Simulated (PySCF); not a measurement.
## A small calculation by hand: dipole moment from atomic charges

hydrogen cyanide (CHN), SMILES N#C. Atoms are numbered in the order given.

```xyz
3

C      0.0000     0.0000     0.4964
N      0.0000     0.0000    -0.6492
H      0.0000     0.0000     1.5660
```
Charge 0, spin multiplicity 1.

Geometry optimised at ωB97X-D3(BJ)/def2-TZVPD.

Charges (e) from HF/def2-TZVPD (PySCF):

| atom | IAO | ESP fit |
|---|---|---|
| C1 | -0.003 | 0.083 |
| N2 | -0.214 | -0.348 |
| H3 | 0.216 | 0.265 |

The dipole moment of the full density is 3.29 D.

Question: What dipole moment does each set of point charges give, and which comes closer to that of the density?

Answer: 
μ = Σ q r, and 1 e Å = 4.8032 D.
IAO: Σ q r = (0.000, 0.000, 0.476) e Å, |μ| = 2.28 D.
ESP fit: Σ q r = (0.000, 0.000, 0.682) e Å, |μ| = 3.28 D.
ESP fit comes closer in size. Point charges leave out the atoms' own dipoles (lone pairs, polarised bonds); fits to the potential absorb them, partitions of the density don't.
